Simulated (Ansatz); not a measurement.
Total energies of C₄H₇NO, SMILES `O=C1CCCN1`.

| atom | x (Å) | y (Å) | z (Å) |
| --- | --- | --- | --- |
| O1 | 1.9698 | 1.1732 | -1.1813 |
| C2 | 1.0543 | 0.5949 | -0.6439 |
| C3 | 0.1845 | 1.1018 | 0.4945 |
| C4 | -0.9780 | 0.1171 | 0.5508 |
| C5 | -0.3989 | -1.1690 | -0.0503 |
| N6 | 0.6194 | -0.6608 | -0.9380 |
| H7 | 0.7935 | 1.0776 | 1.4039 |
| H8 | -0.1041 | 2.1377 | 0.3221 |
| H9 | -1.7965 | 0.4725 | -0.0792 |
| H10 | -1.3729 | -0.0408 | 1.5542 |
| H11 | -1.1498 | -1.7485 | -0.5921 |
| H12 | 0.0296 | -1.8158 | 0.7266 |
| H13 | 1.1490 | -1.2399 | -1.5673 |

Charge 0, multiplicity 1. The geometry is a stationary point of PBE0-D4/def2-TZVP. Basis def2-TZVPP, Ansatz 0.2.0.

RPA on PBE orbitals: Hartree–Fock energy of these orbitals -284.92924 Eh, correlation -1.74238 Eh (frozen core).

```tsv
functional	energy without D4 (Eh)	D4 term (kJ/mol)
LDA (SPW92)	-284.32064	–
PBE	-286.39717	-26.1
revPBE	-286.66160	-92.6
BLYP	-286.63904	-59.1
r2SCAN	-286.58715	-6.6
B3LYP	-286.75147	-41.7
r2SCANh	-286.57302	-6.8
HSE06 (plane-wave form)	-286.40369	-20.0
BHLYP	-286.57833	-28.2
CAM-B3LYP	-286.61219	-21.6
LC-ωPBE	-286.57123	–
ωB97X-V	-286.66442	–
ωB97M-V	-286.63438	–
B2PLYP	-286.51218	–
```

Q: Give the same for B97M-V, PBE0, r2SCAN0, PBE-QIDH. (Best estimate.)

A: Ansatz gave: 
| functional | energy without D4 (Eh) | D4 term (kJ/mol) |
| --- | --- | --- |
| B97M-V | -286.72094 | – |
| PBE0 | -286.41901 | -21.7 |
| r2SCAN0 | -286.55321 | -7.5 |
| PBE-QIDH | -286.37582 | – |

B3LYP takes the VWN-RPA correlation (the form of Gaussian; ORCA's B3LYP/G). HSE06 is the plane-wave form, built on full-range PBE exchange. The double hybrids freeze the cores in their second-order part.

LC-ωPBE has ω = 0.4 bohr⁻¹.
